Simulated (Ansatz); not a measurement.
# Cl2: the interaction energy of a dimer with the counterpoise correction

Computed with the Python package of Ansatz (0.2.0).

At the Python prompt:
```pycon
>>> from dataclasses import dataclass
>>> import ansatz as az
>>> @dataclass
... class RunConfig:
...     basis_set: str = "cc-pVDZ"
...     functional: str = "pbe"
...     vdw: str = "d3bj"
...
>>> cfg = RunConfig()
>>> FIRST = [
...     ("Cl", (0.0, 0.0, -0.97)),
...     ("Cl", (0.0, 0.0, 0.97)),
... ]
>>> SECOND = [
...     ("Cl", (-1.7132, -3.3188, 0.5609)),
...     ("Cl", (0.1306, -3.4967, 1.1375)),
... ]
>>> def energy(atoms, ghosts=()):
...     molecule = az.Crystal.molecule()
...     for symbol, xyz in atoms:
...         molecule = molecule.atom(symbol, xyz)
...     calc = (
...         molecule.calculation()
...         .basis(gaussian=cfg.basis_set)
...         .functional(cfg.functional, dispersion=cfg.vdw)
...     )
...     deck = calc.input()
...     if ghosts:
...         deck = deck.set(az.key.basis.gaussian.ghost_atoms, [{"symbol": s, "position_ang": list(xyz)} for s, xyz in ghosts])
...     return az.Session.from_dict(deck).plan().execute().report["free_energy_ev"]
...
>>> # monomers in their own basis and in the basis of the dimer
>>> both = energy(FIRST + SECOND)
>>> alone = energy(FIRST) + energy(SECOND)
>>> ghosted = energy(FIRST, SECOND) + energy(SECOND, FIRST)
>>> print(f"dimer {both:.6f} eV")
dimer -50068.480854 eV
>>> print(f"interaction, uncorrected   {(both - alone):8.3f} eV")
interaction, uncorrected     -0.046 eV
>>> print(f"interaction, counterpoise  {(both - ghosted):8.3f} eV")
interaction, counterpoise    -0.026 eV
>>> print(f"basis-set superposition    {(alone - ghosted):8.3f} eV")
basis-set superposition       0.020 eV
```

Uncorrected it is -0.046 eV, with the counterpoise correction -0.026 eV; the difference, 0.020 eV, is the superposition error.

What to keep in mind:
- These settings explore the input space; basis and method may be short of convergence.
- The dimer is a generated trial pose of unrelaxed monomers, not a minimum, so the figure is no binding energy, and the basis set is small.
- The spin state was assumed, and another may lie lower.
- It ran for 4.9 s on 1 thread of Intel(R) Xeon(R) Platinum 8259CL CPU @ 2.50GHz (Skylake/Cascade Lake) (shared host), peak memory 0.18 GiB.
